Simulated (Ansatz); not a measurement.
Two structures, one formula

The two ends of one reaction step of Si2H6S, singlet (PBE0-D4/def2-TZVP).

A:

```xyz
9
angstrom
Si -1.3825 -0.5152 0.4280
S 0.7108 -1.6531 0.5104
H 1.1655 -1.4826 -0.7450
H -1.0648 -0.1026 1.8607
Si -0.1504 1.3391 -0.4097
H 0.3803 -2.9381 0.2645
H 1.1734 1.6217 0.2303
H -0.9775 2.5720 -0.2738
H 0.1452 1.1590 -1.8655
```

B:

Si1  (-0.400, -0.717, 0.236)
S2  (1.523, -1.648, 0.399)
H3  (-1.249, -1.426, -0.760)
H4  (-1.113, -0.743, 1.542)
Si5  (-0.011, 1.487, -0.441)
H6  (1.051, -2.845, 0.786)
H7  (0.822, 2.192, 0.568)
H8  (-1.312, 2.196, -0.577)
H9  (0.690, 1.504, -1.751)
(Å)

Program: Ansatz 0.2.0. Basis: def2-TZVPP. Cores are frozen in the correlated methods. B3LYP uses VWN-RPA correlation.

Task: Which structure is lower at CCSD(T), and by how much? (Judge from chemistry; the value comes from the calculation.)

Result: By the calculation: B, by 49.16 kcal/mol (electronic energy, against the other). By their contacts, A is Si₂H₆S ([SiH3][SiH][SH2]) and B is Si₂H₆S ([SiH3][SiH2][SH]).

All methods give the same order:

| method | E(B) − E(A) (kcal/mol) |
| --- | --- |
| SPW92 | -42.63 |
| PBE-D4 | -43.62 |
| BLYP-D4 | -44.43 |
| r2SCAN-D4 | -48.75 |
| B97M-V | -47.21 |
| PBE0-D4 | -47.20 |
| B3LYP-D4 | -47.52 |
| r2SCAN0-D4 | -50.26 |
| BHLYP-D4 | -51.40 |
| CAM-B3LYP-D4 | -50.30 |
| wB97X-V | -51.50 |
| wB97M-V | -47.51 |
| B2PLYP | -49.85 |
| PBE-QIDH | -50.78 |
| RPA on PBE | -47.60 |
| HF | -57.47 |
| MP2 | -51.21 |
| CCSD | -50.42 |
| CCSD(T) | -49.16 |

The T1 diagnostic stays at or below 0.015.

Labels in which every atom is bracketed show which atoms are joined, not bond orders.

For scale, one of the runs: CCSD(T)/def2-TZVPP, 210 basis functions, launched by `ansatz run in.yaml --threads 2 --pin off --events-out ev --progress --plain --max-ram 4352MiB`. Time: 42 s of wall clock on 2 CPU threads of an Arm Neoverse V2; the host was shared. Peak host memory: 2.5 GiB.
